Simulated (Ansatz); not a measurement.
## doublet HF(+): levels of theory in one basis

```xyz
2

H    -0.0046   -0.0265   -0.4650
F    -0.0063    0.0271    0.5486
```

Basis set: def2-SVP (spherical functions). Correlated methods keep 1 orbital frozen. Correlation on ROHF uses semicanonical orbitals with singles. Charge 1, multiplicity 2.

Computed with Ansatz (development build ahead of 0.2.0); each method stands on the lowest determinant of its kind that the runs found.

| method | E − E(ROHF) (eV) | <S²> of the determinant |
| --- | --- | --- |
| ROHF | 0.00 | 0.75 |
| UHF | -0.12 | 0.75 |
| ROHF-CCSD(T) | -4.50 | – |
| UHF-CCSD(T) | -4.51 | 0.75 |

Question: What does ROHF-MP2 give on the same scale?

Answer: -4.10 eV.
